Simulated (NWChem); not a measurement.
# SiO2 (silicon dioxide molecule): B3LYP/6-31G(d) (Cartesian functions)

What is the vertical ionisation energy of SiO2 (silicon dioxide molecule) at B3LYP/6-31G* (Cartesian functions)? 

The results are computed with NWChem 7.3.0.

4 further runs of the same task are left out: 2 that didn't finish, 2 set aside as unsound or not needed.

## Step 1: The system as given

SiO2 has 3 atoms, charge 0, and is taken as a singlet. SMILES: `O=[Si]=O`. Geometry: relaxed at PBE0-D4/def2-TZVP.

Bond lengths: O1–Si2 1.506 Å, Si2–O3 1.506 Å. Angles: O1–Si2–O3 180.0°.

## Step 2: Energy and forces at B3LYP/6-31G(d) (Cartesian functions)

Input file run.py:

```python
from ase import Atoms
from ase.calculators.nwchem import NWChem

atoms = Atoms(['O', 'Si', 'O'], positions=[
    [0.697730, 1.229600, 0.518760],
    [-0.000010, 0.000000, -0.000000],
    [-0.697730, -1.229610, -0.518760],
])

calc = NWChem(
    label='struct',
    theory='dft',
    memory='2200 mb',
    basis='6-31G*',
    dft={'xc': 'b3lyp', 'mult': '1', 'grid': 'xfine', 'convergence': 'energy 1e-08', 'iterations': '100', 'mulliken': None},
)
atoms.calc = calc

forces = atoms.get_forces()
print(f"energy = {atoms.get_potential_energy():.6f} eV")
print("forces (eV/A):")
for s, f in zip(atoms.symbols, forces):
    print(f"{s:2s} {f[0]:10.5f} {f[1]:10.5f} {f[2]:10.5f}")
print("dipole (e A):", atoms.get_dipole_moment().round(4))
```

Command:

```
export ASE_NWCHEM_COMMAND="nwchem PREFIX.nwi > PREFIX.nwo"
python run.py
```

Log:

```text
energy = -11971.042408 eV
forces (eV/A):
O     0.38448    0.67759    0.28586
Si    0.00005    0.00005    0.00000
O    -0.38453   -0.67764   -0.28591
dipole (e A): [-0.  0.  0.]
```

The calculator wrote struct.nwi:

```
title "struct"

permanent_dir struct

scratch_dir struct

start struct

geometry units angstrom nocenter noautosym noautoz
  O  6.9772999999999996e-01 1.2296000000000000e+00 5.1876000000000000e-01
  Si -1.0000000000000001e-05 0.0000000000000000e+00 -0.0000000000000000e+00
  O  -6.9772999999999996e-01 -1.2296100000000001e+00 -5.1876000000000000e-01
end

memory 2200 mb

basis noprint
   * library 6-31G*
end

dft
  xc b3lyp
  mult 1
  grid xfine
  convergence energy 1e-08
  iterations 100
  mulliken
end

task dft gradient
```

struct.nwo (excerpt; [...] marks lines left out):

```text
[...]
          Wavefunction type:  closed shell.
          No. of atoms     :     3
          No. of electrons :    30
[...]
          Charge           :     0
          Spin multiplicity:     1
[...]
          AO basis - number of functions:    49
[...]
              XC Information
              --------------
                         B3LYP Method XC Potential
                     Hartree-Fock (Exact) Exchange  0.200
                        Slater Exchange Functional  0.800 local
                    Becke 1988 Exchange Functional  0.720 non-local
              Lee-Yang-Parr Correlation Functional  0.810
                  VWN I RPA Correlation Functional  0.190 local
[...]
 d= 0,ls=0.0,diis     1   -439.7513339666 -5.30D+02  5.28D-02  1.43D+00     1.6
[...]
 d= 0,ls=0.0,diis    10   -439.9276977967 -7.66D-11  8.60D-08  3.35D-11    12.1
         Total DFT energy =     -439.927697796713
      One electron energy =     -787.029096817124
           Coulomb energy =      295.267139211848
    Exchange-Corr. energy =      -38.122185655298
 Nuclear repulsion energy =       89.956445463861
[...]
      Total Density - Mulliken Population Analysis
     ---------------------------------------------
    Atom       Charge   Shell Charges
 -----------   ------   -------------------------------------------------------
    1 O    8     8.47   1.99  0.94  2.81  0.92  1.78  0.02
    2 Si  14    13.06   2.00  1.99  5.96  1.02  1.49  0.04  0.30  0.25
    3 O    8     8.47   1.99  0.94  2.81  0.92  1.78  0.02
[...]
  wavefunction    = closed shell
                         DFT ENERGY GRADIENTS
    atom               coordinates                        gradient
                 x          y          z           x          y          z
   1 O       1.318519   2.323607   0.980314   -0.007477  -0.013177  -0.005559
   2 Si     -0.000019   0.000000   0.000000   -0.000001  -0.000001  -0.000000
   3 O      -1.318519  -2.323626  -0.980314    0.007478   0.013178   0.005560
[...]
```

Run time: 17 s. Hardware: 1 thread of Intel Xeon Platinum 8259CL at 2.50GHz (Skylake/Cascade Lake), shared host; peak memory 0.12 GiB.

## Step 3: The doublet cation: the energy at UB3LYP/6-31G(d) (Cartesian functions)

Input file run.py:

```python
from ase import Atoms
from ase.calculators.nwchem import NWChem

atoms = Atoms(['O', 'Si', 'O'], positions=[
    [0.697730, 1.229600, 0.518760],
    [-0.000010, 0.000000, -0.000000],
    [-0.697730, -1.229610, -0.518760],
])

calc = NWChem(
    label='a',
    theory='dft',
    memory='2200 mb',
    basis='6-31G*',
    charge=1,
    dft={'xc': 'b3lyp', 'mult': '2', 'grid': 'xfine', 'convergence': 'energy 1e-08', 'iterations': '100', 'mulliken': None, 'print': 'low'},
    task='energy',
)
atoms.calc = calc

print(f"energy = {atoms.get_potential_energy():.6f} eV")
```

Command:

```
export ASE_NWCHEM_COMMAND="nwchem PREFIX.nwi > PREFIX.nwo"
python run.py
```

Log:

```text
energy = -11958.773975 eV
```

The calculator wrote a.nwi:

```
title "a"

permanent_dir a

scratch_dir a

start a

geometry units angstrom nocenter noautosym noautoz
  O  6.9772999999999996e-01 1.2296000000000000e+00 5.1876000000000000e-01
  Si -1.0000000000000001e-05 0.0000000000000000e+00 -0.0000000000000000e+00
  O  -6.9772999999999996e-01 -1.2296100000000001e+00 -5.1876000000000000e-01
end

charge 1

memory 2200 mb

basis noprint
   * library 6-31G*
end

dft
  xc b3lyp
  mult 2
  grid xfine
  convergence energy 1e-08
  iterations 100
  mulliken
  print low
end

task dft energy
```

a.nwo (excerpt; [...] marks lines left out):

```text
[...]
 d= 0,ls=0.0,diis     1   -439.3165995746 -5.29D+02  1.93D-02  4.38D-01     2.3
[...]
 d= 0,ls=0.0,diis    13   -439.4768412152 -5.53D-11  3.59D-08  1.83D-12    18.9
[...]
         Total DFT energy =     -439.476841215232
      One electron energy =     -776.926273111319
           Coulomb energy =      285.237681901425
    Exchange-Corr. energy =      -37.744695469199
 Nuclear repulsion energy =       89.956445463861
[...]
      Total Density - Mulliken Population Analysis
     ---------------------------------------------
    Atom       Charge   Shell Charges
 -----------   ------   -------------------------------------------------------
    1 O    8     8.13   1.99  0.99  2.75  0.89  1.47  0.03
    2 Si  14    12.74   2.00  1.99  5.96  1.02  1.47 -0.01  0.11  0.20
    3 O    8     8.13   1.99  0.99  2.75  0.89  1.47  0.03
[...]
      <S2> =      0.7886 (Exact =     0.7500)
[...]
```

Wall time 20 s (1 thread of Intel Xeon Platinum 8259CL at 2.50GHz (Skylake/Cascade Lake), shared host); peak memory 0.12 GiB.

## Step 4: Summary of results

Level: B3LYP/6-31G* (Cartesian functions).

```
                                          quantity          value
                        singlet SiO2: total energy  -439.92770 Eh
                       singlet SiO2: dipole moment         0.00 D
                         singlet SiO2: HOMO energy       -9.25 eV
                         singlet SiO2: LUMO energy       -3.48 eV
                       singlet SiO2: HOMO–LUMO gap        5.78 eV
            singlet SiO2: largest force on an atom     0.830 eV/Å
                      doublet cation: total energy  -439.47684 Eh
                              doublet cation: ⟨S²⟩          0.789
vertical ionisation energy (to the doublet cation)      12.268 eV
```

In words: Removing an electron at fixed nuclei costs 12.27 eV (1184 kJ/mol). The largest force (singlet SiO2) is 0.83 eV/Å: the shape isn't a stationary point for this species at this level. −ε(HOMO) before ionisation, 9.25 eV, is 3.01 eV below this ionisation energy.
